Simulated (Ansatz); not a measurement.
# H5NO: geometry and frequencies at several levels

One table from this session's results is given with a row withheld; the runs are named, their logs left out.

Program: Ansatz 0.2.0. Level of theory: the levels named in each step. These are calculated values, not measurements.

## The system as given

Bond lengths: N1–H3 1.013 Å, N1–H4 1.016 Å, N1–H5 1.013 Å, O2–H6 0.960 Å, O2–H7 0.960 Å. Angles: H3–N1–H4 107.3°, H3–N1–H5 107.1°, H4–N1–H5 107.0°, H6–O2–H7 107.0°.

As a file:

```xyz
7

N    -1.3473   -0.0828    0.8583
O     1.2649    0.0802   -0.7907
H    -2.0976   -0.6454    0.4745
H    -0.5071   -0.3010    0.3309
H    -1.1925   -0.4005    1.8079
H     1.4231    0.8937   -0.3057
H     1.0188    0.3300   -1.6840
```

The first run:

File input.yaml:

```yaml
crystal:
  periodic: [false, false, false]
  atoms:
    - { symbol: "N", position_ang: [-0.95671762, -0.34451725, 0.67704287] }
    - { symbol: O, position_ang: [1.3814348, 0.66385794, -0.72863291] }
    - { symbol: H, position_ang: [-1.88039605, -0.0844889, 0.35637614] }
    - { symbol: H, position_ang: [-0.94831598, -1.35000924, 0.78995391] }
    - { symbol: H, position_ang: [-0.83504121, 0.06037482, 1.59671613] }
    - { symbol: H, position_ang: [0.56736802, 0.31257359, -0.32769576] }
    - { symbol: H, position_ang: [1.23386803, 0.61653905, -1.67253039] }
basis:
  gaussian: { orbitals: def2-TZVPP }
hamiltonian:
  xc: pbe0
  dispersion: d4
phonons: {}
```

The run is started by

```bash
$ ansatz run input.yaml --threads 2 --pin off --max-ram 5120MiB --backend cpu --events-out ev --progress --plain --runs-dir out
```

Steps of the session up to this table: Frequencies, PBE0-D4/def2-TZVPP; Relaxation, PBE-D4/def2-TZVPP; Frequencies, PBE-D4/def2-TZVPP; Relaxation, r2SCAN-D4/def2-TZVPP; Frequencies, r2SCAN-D4/def2-TZVPP; Relaxation, B3LYP-D4/def2-TZVPP; Frequencies, B3LYP-D4/def2-TZVPP; Relaxation, B2PLYP/def2-TZVPP.

One of the session's tables, all rows but one given; the rest of the session is left out.

It belongs to the step «Geometries side by side». 

```
               level  N1–H3 (Å)  N1–H4 (Å)  dipole (D)  highest frequency (cm⁻¹)
  PBE0-D4/def2-TZVPP          ?          ?           ?                         ?
   PBE-D4/def2-TZVPP     1.0211     1.0211        3.80                      3776
r2SCAN-D4/def2-TZVPP     1.0131     1.0131        3.69                      3880
 B3LYP-D4/def2-TZVPP     1.0129     1.0130        3.69                      3878
   B2PLYP/def2-TZVPP     1.0114     1.0114        3.66                         -
```

Q: Estimate the row for PBE0-D4/def2-TZVPP from the others.

**Answer.** N1–H3 (Å): 1.0117; N1–H4 (Å): 1.0118; dipole (D): 3.73; highest frequency (cm⁻¹): 3939. In the column «N1–H3 (Å)» it lies between B2PLYP/def2-TZVPP (1.0114) and B3LYP-D4/def2-TZVPP (1.0129).
